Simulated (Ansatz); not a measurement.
Molecule: NH2 (charge 0, doublet). SMILES: [NH2]
Geometry: optimised at B3LYP-D3(BJ)/def2-TZVP (Ansatz, a program for electronic structure).

Property: atomisation energy (electronic, to ground-state atoms), in kcal/mol. Correlated levels leave the core frozen unless marked. Open shells are spin-unrestricted. Spin-orbit coupling is left out. No relativistic terms. The coupled-cluster limit lacks core correlation, which all-electron functionals hold. CBS marks a two-point X^-3 extrapolation of the correlation energy; Hartree-Fock from the larger set (for Q and 5 zeta extrapolated as (X+1)exp(-9√X)). [CCSD(T)-MP2]/basis is that difference in the basis named.

```
level                                                              program  atomisation energy (kcal/mol)
----------------------------------------------------------  --------------  -----------------------------
r2SCAN-D4/def2-TZVPD                                        Ansatz + dftd4                          182.5
B3LYP-D3(BJ)/def2-TZVPD                                     Ansatz + dftd3                          187.4
r2SCAN0-D4/def2-TZVPD                                       Ansatz + dftd4                          178.5
CCSD(T)/STO-3G                                                      Ansatz                          145.1
CCSD(T)/def2-TZVPPD                                                 Ansatz                          176.9
RI-MP2/CBS(def2-TZVPP,def2-QZVPP)+[CCSD(T)-MP2]/def2-TZVPP          Ansatz                          182.6
CCSD(T)/CBS(cc-pVQZ,cc-pV5Z)                                        Ansatz                          182.2
```
